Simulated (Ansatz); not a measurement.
Abridged output of a molecular run in Ansatz:

```
Functional definition: HF
771 factors; integrals over basis functions are off by at most 7.6e-4 eV
mean field evaluation 1: about -31199.6886 eV, gradient 1.6e1 eV
mean field evaluation 2: about -31199.7159 eV, gradient 1.6e1 eV
mean field evaluation 4: about -31200.8214 eV, gradient 1.8e0 eV
mean field evaluation 8: about -31200.8498 eV, gradient 1.7e-1 eV
mean field -31200.85005450 eV, -1146.6100908070 hartree, gradient 9.5e-7 eV, S^2 0.000000; 0 other end points of the search recorded, 0 dependent functions left out
15 core orbitals not correlated: weight in the atoms' cores, before any rotation towards them, 1.000 or more for the frozen orbitals, at most 0.000 for the correlated occupied ones
reference -31200.85005450 eV, -1146.6100908070 hartree; 9, 9 occupied and 50, 50 virtual orbitals, 771 factors
second order -9.55198696 eV of doubles, -0.00000000 eV of singles
cycle   1  -10.31190354 eV  change   -7.6e-1 eV  update   8.7e-2
cycle   2  -10.61690779 eV  change   -3.1e-1 eV  update   2.9e-2
cycle   3  -10.67681277 eV  change   -6.0e-2 eV  update   1.4e-2
cycle   4  -10.67236809 eV  change    4.4e-3 eV  update   4.2e-3
cycle   5  -10.67109411 eV  change    1.3e-3 eV  update   1.5e-3
cycle   6  -10.67095147 eV  change    1.4e-4 eV  update   5.4e-4
cycle   7  -10.67095483 eV  change   -3.4e-6 eV  update   1.9e-4
cycle   8  -10.67099381 eV  change   -3.9e-5 eV  update   7.6e-5
cycle   9  -10.67099390 eV  change   -9.0e-8 eV  update   2.9e-5
cycle  10  -10.67098624 eV  change    7.7e-6 eV  update   1.1e-5
perturbative correction -0.34333136 eV, -0.0126171949 hartree
Total energy: -31211.86437210 eV, -1147.0148595131 hartree
```

Its atoms:

Cartesian coordinates in Å:
```
S 0.615 -0.918 -0.241
Si -0.719 0.608 0.426
Cl 0.063 2.163 -0.723
H 0.041 -1.854 0.538
```

(1) Which basis set was used?
A. cc-pV(T+d)Z
B. cc-pV(Q+d)Z
C. def2-SVPD
D. cc-pV(D+d)Z

(2) Write the keys of the input that set method, charge and spin (a neutral closed shell needs none for the last two).

Results:

(1) D. It gives 74 functions.

(2) 
```yaml
correlation: {method: ccsd_t}
```
